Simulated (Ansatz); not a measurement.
Two isomers of C3H8N2: A = `CCC(=N)N`, B = `C/N=C(\C)N`.

Gas-phase electronic energies from Ansatz, PBE0-D4/def2-TZVP geometries. CCSD(T)/CBS is the MP2 limit (def2-TZVPP, def2-QZVPP) plus CCSD(T) − MP2 in def2-TZVPP, frozen cores. Functionals use def2-TZVPP. One conformer a species, not always the lowest.

**Question.** Which isomer does CCSD(T)/CBS put lower? Give the gap. (Estimate.)

**Answer.** Computed: A, by 7.5 kcal/mol.

**Question.** Give E(B) − E(A) in kcal/mol with HF/def2-TZVPP, CCSD(T)/def2-TZVPP, r2SCAN-D4, ωB97M-V, PBE-D4, MP2/def2-TZVPP, PBE0-D4. (Estimate.)

**Answer.** Ansatz gave: HF/def2-TZVPP 8.1, CCSD(T)/def2-TZVPP 7.5, r2SCAN-D4 6.6, ωB97M-V 7.3, PBE-D4 6.1, MP2/def2-TZVPP 7.5, PBE0-D4 6.8. None reverses the order clearly.

Largest T1 diagnostic: 0.012.
